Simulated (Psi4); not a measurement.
H2Si, quintet, at a GFN2-xTB geometry of the parent state (a higher spin typed on purpose: for a closed-shell molecule this is an excited state); BLYP/def2-TZVP in Psi4.

Input for Psi4:
```
memory 2 GB

molecule mol {
0 5
Si   -0.006391   -0.001951    0.085235
H     0.045667    1.283842   -0.567511
H     0.043812   -1.256535   -0.625785
}

set {
  basis def2-tzvp
  reference uks
}

energy('blyp')
print_variables()
```

**Question.** What does Psi4 print? Leave out banner, timings and long lists.

**Answer.** 
```
   => Loading Basis Set <=

    Name: DEF2-TZVP
    Role: ORBITAL
    Keyword: BASIS

         ---------------------------------------------------------
                                   SCF
               by Justin Turney, Rob Parrish, Andy Simmonett
                          and Daniel G. A. Smith
                              UKS Reference
         ---------------------------------------------------------

  ==> Geometry <==

    Molecular point group: cs
    Full point group: Cs

    Geometry (in Angstrom), charge = 0, multiplicity = 5:

       Center              X                  Y                   Z               Mass
    ------------   -----------------  -----------------  -----------------  -----------------
         SI          -0.045954573936    -0.001048703006     0.000000000000    27.976926534650
         H            0.608856479477     1.284748131279     0.000000000000     1.007825032230
         H            0.666828979640    -1.255636444224     0.000000000000     1.007825032230

  Running in cs symmetry.

  Rotational constants: A =     19.16524  B =      5.18103  C =      4.07848 [cm^-1]
  Rotational constants: A = 574559.43357  B = 155323.44389  C = 122269.68559 [MHz]
  Nuclear repulsion =   10.476905058065023

  Charge       = 0
  Multiplicity = 5
  Electrons    = 16
  Nalpha       = 10
  Nbeta        = 6

  ==> Algorithm <==

  SCF Algorithm Type is DF.
  DIIS enabled.
  MOM disabled.
  Fractional occupation disabled.
  Guess Type is SAD.
  Energy threshold   = 1.00e-06
  Density threshold  = 1.00e-06
  Integral threshold = 1.00e-12

  ==> Primary Basis <==

  Basis Set: DEF2-TZVP
    Blend: DEF2-TZVP
    Number of shells: 21
    Number of basis functions: 49
    Number of Cartesian functions: 54
    Spherical Harmonics?: true
    Max angular momentum: 3

  ==> DFT Potential <==

   => LibXC <=

    Version 7.1.2
    S. Lehtola, C. Steigemann, M. J. T. Oliveira, and M. A. L. Marques,  SoftwareX 7, 1–5 (2018) (10.1016/j.softx.2017.11.002)

   => Composite Functional: BLYP <=

    BLYP GGA Exchange-Correlation Functional

    P.J. Stephens et. al., J. Phys. Chem., 98, 11623-11627, 1994
    B. Miehlich et. al., Chem. Phys. Lett., 157(3), 200-206 1989

    Deriv               =              1
    GGA                 =           TRUE
    Meta                =          FALSE

    Exchange Hybrid     =          FALSE
    MP2 Hybrid          =          FALSE

   => Exchange Functionals <=

    1.0000     XC_GGA_X_B88

[...]

   @Spin Contamination Metric:   1.658791288E-03
   @S^2 Expected:                6.000000000E+00
   @S^2 Observed:                6.001658791E+00
   @S   Expected:                2.000000000E+00
   @S   Observed:                2.000000000E+00

    Orbital Energies [Eh]
    ---------------------

    Alpha Occupied:

[...]
       8Ap    -0.055448

    Alpha Virtual:

[...]
    Beta Occupied:

[...]
    Beta Virtual:

[...]
      35Ap     9.803203

    Final Occupation by Irrep:
             Ap   App
    DOCC [     5,    1 ]
    SOCC [     3,    1 ]
    NA   [     8,    2 ]
    NB   [     5,    1 ]

  @DF-UKS Final Energy:  -290.28125035977831

   => Energetics <=

    Nuclear Repulsion Energy =             10.4769050580650234
    One-Electron Energy =                -422.0083921892352805
    Two-Electron Energy =                 142.8240757521276123
    DFT Exchange-Correlation Energy =     -21.5738389807356512
    Empirical Dispersion Energy =           0.0000000000000000
    VV10 Nonlocal Energy =                  0.0000000000000000
    Total Energy =                       -290.2812503597783120

  UHF NO Occupations:
  HONO-2 :    2App 1.0000000
  HONO-1 :    7 Ap 1.0000000
  HONO-0 :    8 Ap 1.0000000
  LUNO+0 :    9 Ap 0.0008261
  LUNO+1 :    3App 0.0000015
  LUNO+2 :   10 Ap 0.0000012
  LUNO+3 :   11 Ap 0.0000007

Computation Completed

Properties will be evaluated at   0.000000,   0.000000,   0.000000 [a0]

Properties computed using the SCF density matrix

 Multipole Moments:

 ------------------------------------------------------------------------------------
     Multipole            Electronic (a.u.)      Nuclear  (a.u.)        Total (a.u.)
 ------------------------------------------------------------------------------------

 L = 1.  Multiply by 2.5417464519 to convert [e a0] to [Debye]
 Dipole X            :         -1.1971784            1.1949143           -0.0022641
 Dipole Y            :         -0.0273312            0.0272685           -0.0000627
 Dipole Z            :          0.0000000            0.0000000            0.0000000
 Magnitude           :                                                    0.0022650

 ------------------------------------------------------------------------------------

  Variable Map:
  ----------------------------------------------------------------------------
[...]
  Array Variable Map:
  ----------------------------------------------------------------------------
[...]
[...]
```
